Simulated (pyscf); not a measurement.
PySCF, gas phase, ωB97X-D3(BJ)/def2-SVP geometries.

Task: What is the homolytic dissociation enthalpy (298 K, ωB97M-D3(BJ)/def2-TZVP) of the F–Si bond of F–SiH₂–C(F)(F)–F, to F• + F–C(F)(F)–SiH₂•?

Result: F–Si to F• + F–C(F)(F)–SiH₂•: 6.53 eV. The 7 functionals that were run give +6.29 (PBE0-D3(BJ)) to +6.53 eV (ωB97M-D3(BJ)). F–SiH₂–C(F)(F)–F lies 3.99 eV over its isomer F–CH₂–Si(F)(F)–F, and others may lie lower still (electronic energy, ωB97M-D3(BJ)). Other isomers of F–C(F)(F)–SiH₂• were not searched in full and may lie lower. Left out: the spin-orbit lowering of F.
